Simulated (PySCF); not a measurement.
Spectrum to structure. Method: PySCF, TDDFT PBE0/def2-SVPD, vertical, gas phase, core orbitals frozen in the response. Geometries: GFN2-xTB, one conformer each.

```tsv
state	λ (nm)	f
S1	269.2	0.064
S2	239.1	0.076
S3	210.9	0.0012
S4	202.5	0.015
S5	188.9	0.0021
S6	186.7	0.0011
S7	185.5	0.0072
S8	181.5	0.060
```

Triplets computed (Tamm–Dancoff): 2.93, 4.22, 5.21 eV.

**Question.** Which structure fits? All have the formula C5H7P.
A. `C#CP1CCC1`
B. `C#CP(C)C=C`
C. `Cc1ccc[pH]1`

**Answer.** C. Its S1, at 4.61 eV, is the lowest among the candidates; the nearest of the others has S1 at 4.95 eV. S1 is HOMO→LUMO (96%). Löwdin shares by element: HOMO carbon 82% or more (atoms not listed hold the other 18%); LUMO carbon 52% or more, phosphorus 14% (atoms not listed hold the other 34%). At the same level the other candidates give, for their lowest levels:
- `C#CP1CCC1`: 250 nm (f 0.019); 217 nm (f 0.042); 194 nm (f 0.010); 193 nm (f 0.015); 188 nm (f 0.008); T1 4.20 eV; HOMO -6.63, LUMO -0.31 eV
- `C#CP(C)C=C`: 237 nm (f 0.041); 225 nm (f 0.089); 209 nm (f 0.094); 194 nm (f 0.004); 189 nm (f 0.013); T1 4.06 eV; HOMO -6.69, LUMO -0.29 eV
